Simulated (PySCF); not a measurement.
HNC, optimised at B3LYP/6-31G*:

```xyz
3

C      0.6543     0.5707    -0.7040
N     -0.0344    -0.0300     0.0370
H     -0.6199    -0.5407     0.6670
```

Computed with PySCF (xtb for GFN2) and rigid-rotor harmonic-oscillator thermochemistry at 1 bar. 6-31G* has spherical d functions here. All species are closed-shell singlets. B3LYP is the form with VWN-RPA correlation.

### Question
List the harmonic frequencies (cm⁻¹, unscaled) at this level and at the other levels, each on its own geometry.

### Answer
- B3LYP/6-31G*: 464, 464, 2111, 3826
- GFN2-xTB: 595, 595, 2180, 3543
- HF/6-31G*: 532, 532, 2308, 4091
- PBE/def2-SVP: 534, 534, 2060, 3709
- PBE0/def2-TZVP: 483, 484, 2128, 3828
